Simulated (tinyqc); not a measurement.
Inside a calculation. Method: MP2 on RHF in the sto-6g basis, frozen core, for H2O, spin multiplicity 1. One step of it, computed by the program tinyqc.

Problem. Iteration 8 (converged): orbitals. Diagonalise F' = X^T F X, C = X C', fill 5 alpha and 5 beta electrons from the bottom; D = 2 C_occ C_occ^T. Each column has its largest component positive (the first on a tie).

converged F (hartree), lower triangle:
```
             1O 1s      1O 2s     1O 2px     1O 2py     1O 2pz      2H 1s      3H 1s
1O 1s   -20.479385
1O 2s    -4.961101  -2.334755
1O 2px    0.000000   0.000000  -0.387251
1O 2py    0.000000   0.000000   0.000000  -0.347319
1O 2pz   -0.028369  -0.116038   0.000000   0.000000  -0.350603
2H 1s    -1.231111  -1.026857   0.000000  -0.422435  -0.323107  -0.583693
3H 1s    -1.231111  -1.026857   0.000000   0.422435  -0.323107  -0.360985  -0.583693
```

X, lower triangle:
```
            1O 1s      1O 2s    1O 2px     1O 2py     1O 2pz      2H 1s     3H 1s
1O 1s    1.022913
1O 2s   -0.139637   1.261685
1O 2px   0.000000   0.000000  1.000000
1O 2py   0.000000   0.000000  0.000000   1.134527
1O 2pz  -0.008400   0.101407  0.000000   0.000000   1.042703
2H 1s    0.020510  -0.309692  0.000000  -0.251611  -0.130805   1.218281
3H 1s    0.020510  -0.309692  0.000000   0.251611  -0.130805  -0.079079  1.218281
```

Give: F' = X^T F X; orbital energies; coefficients C; D after iteration 8.

Solution.

F' = X^T F X (hartree), lower triangle:
```
          1        2        3        4        5        6       7
1  -20.1488
2   -2.5087  -1.1490
3    0.0000   0.0000  -0.3873
4    0.0000   0.0000   0.0000   0.0071
5   -0.0430   0.1061   0.0000   0.0000  -0.2292
6   -0.2203  -0.5368   0.0000  -0.5034  -0.2977   0.0319
7   -0.2203  -0.5368   0.0000   0.5034  -0.2977  -0.1008  0.0319
```

orbital energies (hartree): MO1 -20.4827, MO2 -1.2659, MO3 -0.6448, MO4 -0.4302, MO5 -0.3873, MO6 0.5829, MO7 0.7846

coefficients C:
```
            MO1      MO2      MO3      MO4     MO5      MO6      MO7
1O 1s    0.9966  -0.2221   0.0000   0.0882  0.0000  -0.1282   0.0000
1O 2s    0.0163   0.8349   0.0000  -0.4964  0.0000   0.9326   0.0000
1O 2px   0.0000   0.0000   0.0000   0.0000  1.0000   0.0000   0.0000
1O 2py   0.0000   0.0000   0.5965   0.0000  0.0000   0.0000   1.0286
1O 2pz   0.0030   0.1197   0.0000   0.8195  0.0000   0.6677   0.0000
2H 1s   -0.0039   0.1582   0.4339   0.2575  0.0000  -0.8191  -0.8465
3H 1s   -0.0039   0.1582  -0.4339   0.2575  0.0000  -0.8191   0.8465
```

D after iteration 8, lower triangle:
```
          1O 1s    1O 2s  1O 2px   1O 2py  1O 2pz    2H 1s   3H 1s
1O 1s    2.1007
1O 2s   -0.4260   1.8874
1O 2px   0.0000   0.0000  2.0000
1O 2py   0.0000   0.0000  0.0000   0.7115
1O 2pz   0.0974  -0.6136  0.0000   0.0000  1.3720
2H 1s   -0.0326   0.0085  0.0000   0.5177  0.4599   0.5593
3H 1s   -0.0326   0.0085  0.0000  -0.5177  0.4599  -0.1939  0.5593
```
